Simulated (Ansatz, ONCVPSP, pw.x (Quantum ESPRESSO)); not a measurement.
## From atom to crystal: ONCV potential for tungsten

- Element: tungsten (W)
- Generator: ONCVPSP 4.0.1.1 (patched build)
- Type: optimised norm-conserving Vanderbilt (ONCV)
- Functional: LDA (Perdew-Wang 92)
- Relativity: scalar-relativistic
- Frozen core: [Kr] 4d10 4f14 5s2
- Valence charge: 12
- Reference configuration: 5p6 5d4 6s2
- Partial waves: 6s: rc 2.90 bohr, ncon 4, nbas 8, qcut 2.8 1/bohr, 2 projectors, debl 3.8 Ha; 5p: rc 2.05 bohr, ncon 4, nbas 8, qcut 7.8 1/bohr, 2 projectors, debl 2.9 Ha; 5d: rc 2.10 bohr, ncon 4, nbas 8, qcut 7.1 1/bohr, 3 projectors, debl 0.9 Ha
- Local potential: polynomial inside 1.80 bohr (lpopt 5, dvloc0 0 Ha)
- Core correction: Teter function, fcfact 3.75, rcfact 1.25

Atomic tests: cutoffs needed: 15 Ha and 18 Ha (the cutoffs (Ha) at which the residual kinetic energy of the hardest occupied pseudo-wave falls to 1 and 0.1 mHa per electron); ghost test: no bound ghost flagged; GHOST(+) flagged for s at 40.2 eV; configuration tests: 1 of 4 tests not solved or not reliable.

Crystal test: fcc W in pw.x 7.5, no spin, 14³ k-points, Fermi–Dirac smearing 0.01 Ry, cutoffs 50/200 Ry. The reference is all-electron LAPW (Ansatz 0.2.0) with the same functional, mesh and smearing; V0 and B0 come from Birch–Murnaghan fits to the pressures at five volumes. Errors are pseudo minus all-electron; Δ is the rms difference of the E(V) curves that follow from these fits, minima aligned, over ±6 % about the mean V0. Mesh and smearing are coarse, so the numbers serve the comparison and aren't converged zero-temperature values; the lattice is a test structure that the element need not adopt.

```csv
V (Å³/atom),P all-electron (GPa),P pseudo (GPa)
14.903,17.87,13.11
15.295,8.51,4.22
15.687,0.24,-3.64
16.079,-7.07,-10.60
16.471,-13.52,-16.73
```

All-electron: a0 = 3.975 Å (V0 = 15.70 Å³/atom), B0 = 309.7 GPa.

Pseudopotential: mean pressure error (GPa): -3.93; a0 (Å): 3.958; a0 error (%): -0.43; B0 error (%): -0.0; Δ (meV/atom): 13.6. The largest radius (2.90 bohr) exceeds half the bond length (2.65 bohr), so the spheres overlap, which is one possible source of error among others. The generator flags a localised state at positive energy (s at 40 eV). Atomic configuration tests: 1 of 4 tests not solved or not reliable.

At the middle volume, how do free energy and pressure move when the wave cutoff is lowered (ecutrho kept at four times it)?

```csv
cutoff (Ry),shift of F (meV/atom),shift of P (GPa)
22,+1131.7,-54.54
30,+78.5,-4.71
40,+4.2,-0.32
```

The run at the middle volume (104 k-points, 6 iterations) took about 15 s on one core of a shared host (Neoverse-N1, 64 threads, 124 GiB, load 59).
